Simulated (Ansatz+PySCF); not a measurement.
Two shapes of doublet O₂F.

Shape 1:

```xyz
3

F     0.0000    0.1719   -1.2316
O     0.0000   -0.4951    0.1853
O     0.0000    0.3232    1.0463
```

Shape 2:

```xyz
3

F     0.0000    0.2003   -1.2919
O     0.0000   -0.5093    0.2155
O     0.0000    0.3090    1.0765
```

Basis set: cc-pVTZ (spherical functions). Frozen core: 3 orbitals. Correlation on ROHF uses semicanonical orbitals with singles. Charge 0, multiplicity 2.

Computed with Ansatz (development build ahead of 0.2.0) and PySCF 2.14.0; each method stands on the lowest determinant of its kind that the runs found.

(1) Which shape is lower in energy, and by how much in each method?

## Answers

(1)

```csv
method,E(2) − E(1) (eV)
ROHF,0.366
UHF,-0.402
ROHF-MP2,-0.026
UHF-MP2,-0.180
ROHF-CCSD(T),-0.023
```

The methods disagree on the order. Caution for ROHF, ROHF-MP2, ROHF-CCSD(T): an unrestricted determinant lies well below. Caution for UHF, UHF-MP2: the unrestricted determinant is a mixture of spin states. Caution for ROHF-MP2, ROHF-CCSD(T): large amplitudes, a single reference is doubtful. Caution for ROHF-MP2, UHF-MP2: forces differ strongly between restricted and unrestricted references. Caution for UHF-MP2: another reference gives a lower total.
